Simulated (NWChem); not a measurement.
System: NO cation

The following NWChem deck was run.

```
start job
memory heap 200 mb stack 900 mb global 1100 mb
charge 1
geometry units angstroms noautosym nocenter noautoz
  N      0.000000     0.000000    -0.573251
  O      0.000000     0.000000     0.503114
end
basis spherical
  * library 6-31+g*
end
dft
  xc xpbe96 cpbe96
  iterations 150
end
tddft
  nroots 6
  notriplet
end
task tddft energy
```

Structure relaxed at the PBE-D3(BJ)/def2-SVP level.

Vertical excitations in the gas phase.

Give the results of this calculation. (PBE/6-31+G* (spherical d), full TDDFT.) Quantities: lowest excitation, singlet (eV); oscillator strength of that lowest state; orbital gap (eV).


```
Property                                  Value
----------------------------------------  -----
lowest excitation, singlet (eV)            9.61
oscillator strength of that lowest state  0.013
orbital gap (eV)                           8.37
```
